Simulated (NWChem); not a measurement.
System: ammonia (NH₃); SMILES N

Computed with NWChem. Each level has its own optimisation. Entropies are gas-phase, rigid-rotor, harmonic values for NWChem's default masses at 298.15 K and 1 bar, so the errors hold that model's part too (torsions, anharmonicity).

Measured entropy at 1 bar: 46.1 cal/(mol K) (CRC Handbook, as tabulated in the package chemicals).

| level | entropy at 1 bar (cal/(mol K)) | computed − measured |
|---|---|---|
| PBE/3-21G | 46.2 | +0.1 |
| PBE/pcseg-1 | 46.1 | 0.0 |
| PBE/aug-pcseg-1 | 46.1 | 0.0 |
| PBE/pcseg-2 | [?] | [?] |
| PBE/def2-TZVPP | [?] | [?] |

### Question
Fill in the missing entries.

### Answer

- PBE/def2-TZVPP, entropy at 1 bar (cal/(mol K)): 46.0
- PBE/def2-TZVPP, computed − measured: -0.1
- PBE/pcseg-2, entropy at 1 bar (cal/(mol K)): 46.0
- PBE/pcseg-2, computed − measured: -0.1
